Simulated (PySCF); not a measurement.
How the method moves the proton affinities of aminomethyl anion

Structure: `[CH2-]N` ([CH4N]-). Non-hydrogen atoms are numbered in `[CH2-:1][NH2:2]`.

All levels share the PBE0-D3(BJ)/ma-def2-SVP structures and the PBE0-D3(BJ)/ma-def2-SVP thermal terms; only the single-point energies (PySCF) change. Values are proton affinities (298 K, kJ/mol).

```
                              level    C1    N2  abs. error   time
                   LDA/ma-def2-TZVP  1700  1440        51.8  9.6 s
           BLYP-D3(BJ)/ma-def2-TZVP  1726  1466        25.9   11 s
            PBE-D3(BJ)/ma-def2-TZVP  1730  1468        22.3   11 s
           BP86-D3(BJ)/ma-def2-TZVP  1730  1470        21.7   11 s
 ωB97M-D3(BJ)/ma-def2-TZVP (grid 3)  1740  1473        12.2   17 s
       M06-2X/ma-def2-TZVP (grid 3)  1746  1476         6.2   16 s
      CAM-B3LYP-D3(BJ)/ma-def2-TZVP  1746  1473         5.7  6.8 s
          B3LYP-D3(BJ)/ma-def2-TZVP  1747  1478         5.4    6 s
            PBE0-D3(BJ)/aug-pcseg-1  1747  1478         4.7  5.3 s
          M06/ma-def2-TZVP (grid 3)  1747  1478         4.6   16 s
            PBE0-D3(BJ)/aug-cc-pVDZ  1748  1482         4.1  5.1 s
r2SCAN-D3(BJ)/ma-def2-TZVP (grid 3)  1750  1481         2.5   20 s
  TPSS-D3(BJ)/ma-def2-TZVP (grid 3)  1751  1487         1.3   21 s
            PBE0-D3(BJ)/aug-cc-pVTZ  1752  1486         0.1   17 s
                 HSE06/ma-def2-TZVP  1752  1482         0.3   12 s
        PBE0-D3(BJ)/jun-cc-pV(T+d)Z  1753  1486         1.2  9.2 s
           PBE0-D3(BJ)/ma-def2-TZVP  1754  1484         2.2      –
        PBE0-D3(BJ)/6-311++G(2d,2p)  1755  1488         3.3  5.5 s
            PBE0-D3(BJ)/ma-def2-SVP  1757  1479         4.7  3.5 s
              PBE0-D3(BJ)/6-311+G**  1757  1486         5.0  4.3 s
 TPSSh-D3(BJ)/ma-def2-TZVP (grid 3)  1758  1491         6.1   16 s
                  OPBE/ma-def2-TZVP  1760  1495         8.0   11 s
                PBE0-D3(BJ)/6-31+G*  1761  1479         8.8  2.9 s
          ωB97X-D3(BJ)/ma-def2-TZVP  1763  1489        10.9  6.7 s
                 B97-2/ma-def2-TZVP  1763  1492        11.0  5.7 s
             PBE0-D3(BJ)/def2-TZVPD  1764  1495        12.0  6.8 s
        M06-L/ma-def2-TZVP (grid 3)  1766  1494        13.7   21 s
             BHandHLYP/ma-def2-TZVP  1767  1490        15.2  5.1 s
              PBE0-D3(BJ)/def2-QZVP  1767  1500        15.3   24 s
               LC-ωPBE/ma-def2-TZVP  1769  1490        17.2   13 s
                PBE0-D3(BJ)/pcseg-2  1773  1503        20.5  7.3 s
              PBE0-D3(BJ)/def2-SVPD  1775  1501        22.5  4.4 s
             PBE0-D3(BJ)/def2-TZVPP  1782  1513        30.3  7.2 s
              PBE0-D3(BJ)/def2-TZVP  1782  1512        30.3    5 s
                    HF/ma-def2-TZVP  1790  1507        37.7  1.7 s
                PBE0-D3(BJ)/cc-pVTZ  1798  1528        45.7  7.3 s
                PBE0-D3(BJ)/pcseg-1  1805  1525        53.3    3 s
             PBE0-D3(BJ)/def2-SV(P)  1827  1535        74.5  2.4 s
                PBE0-D3(BJ)/cc-pVDZ  1831  1555        79.2  3.1 s
               PBE0-D3(BJ)/def2-SVP  1832  1549        79.7    3 s
                 PBE0-D3(BJ)/6-31G*  1863  1562       110.6  2.5 s
                  PBE0-D3(BJ)/6-31G  1864  1561       111.9  2.2 s
                         ATcT 1.112  1752   n/a
```

Times are wall times for all single points of a level on 1 thread of Arm Neoverse N1, a shared host; the dash marks the run that also made the structures. BLYP, BP86, HSE06, LC-ωPBE, LDA, M06-L, OPBE, PBE, TPSS, r2SCAN ran on a slower path of this set-up, which computes the density-fitting integrals anew in every SCF cycle while the other levels store them. So the times needn't show the usual order of cost, and those levels read slower than they are.

Hartree-Fock leaves out electron correlation, so its proton affinities can be off by tens of kJ/mol.

The widest spread is that of C1: 164 kJ/mol, from 1700 to 1864.
